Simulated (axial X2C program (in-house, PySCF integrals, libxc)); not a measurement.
## Low determinants of AlSi⁻ at the PBE0 level, 2c

Computed with an in-house relativistic program for diatomic molecules. Two-component (2c) means X2C with spin–orbit coupling and atomic mean-field two-electron Coulomb and Gaunt terms. Basis: Si dyall-av3z [9s8p3d2f], Al dyall-av3z [9s9p3d2f] (cores contracted in-house); Gaussian nuclei, density fitting, unrestricted open shells. Masses: Si 27.977 u, Al 26.982 u.

Search at 2.420 Å (vertical energies from the lowest determinant):

| ΔE (eV) | state | electrons beyond evenly filled partner blocks | electrons in ±ω = 1/2, 3/2, 5/2, 7/2 |
| --- | --- | --- | --- |
| 0.00 | Ω = 1 | ω = -1/2, ω = 3/2 | 23 5 0 0 |
| 0.12 | Ω = 2 | ω = 1/2, ω = 3/2 | 23 5 0 0 |
| 0.25 | Ω = 1 | 2 × ω = 1/2 | 22 6 0 0 |
| 0.60 | Ω = 0 | none | 24 4 0 0 |
| 0.63 | Ω = 0 | none | 22 6 0 0 |
| 1.06 | Ω = 3 | 2 × ω = 3/2 | 22 6 0 0 |
| 1.46 | Ω = 0 | 3 × ω = 1/2, ω = -3/2 | 23 5 0 0 |

Lowest determinant, Ω = 1 (⟨Sz⟩ = 1.00, ⟨Lz⟩ = 0.00 at PBE0): Re = 2.436 Å, ωe = 395.0 cm⁻¹.

The determinant in row 2 of the search, Ω = 2 (⟨Sz⟩ = 1.00, ⟨Lz⟩ = 1.00 at PBE0), was followed along the bond at PBE0; measured from the minimum of the lowest determinant it gives:

Te = 0.089 eV (718 cm⁻¹), Re = 2.330 Å, ωe = 428.6 cm⁻¹.

(1) Compare the bond of the determinant in row 2 with that of the lowest one.

The search compares states at one distance, so a state with another bond length can lie lower; it is not exhaustive and yields mostly the lowest determinant of each block pattern, so other components and higher states of one pattern are missing. These are energies of single determinants, not of spin-adapted states; PBE0 term energies can be off by some tenths of an eV, and the functional has no current term. Open-shell Ω = 0 determinants with evenly filled partner blocks cannot be reached by this program, so the Ω shown need not be the lowest component. The lowest determinant need not be the ground state where others lie within half an eV. For an anion, determinants above electron detachment are held by the basis set. The highest occupied level of some functionals is positive through self-interaction error; at Hartree–Fock it is bound. Row 1 has a positive highest level at its minimum. Row 2 has a positive highest level at its minimum.

Answers

(1) At PBE0 its Re is 0.106 Å shorter and its force constant, which goes as ωe², is 1.18 times that of the lowest determinant. T0 ≈ Te + Δωe/2 = 718 + (17) = 735 cm⁻¹.
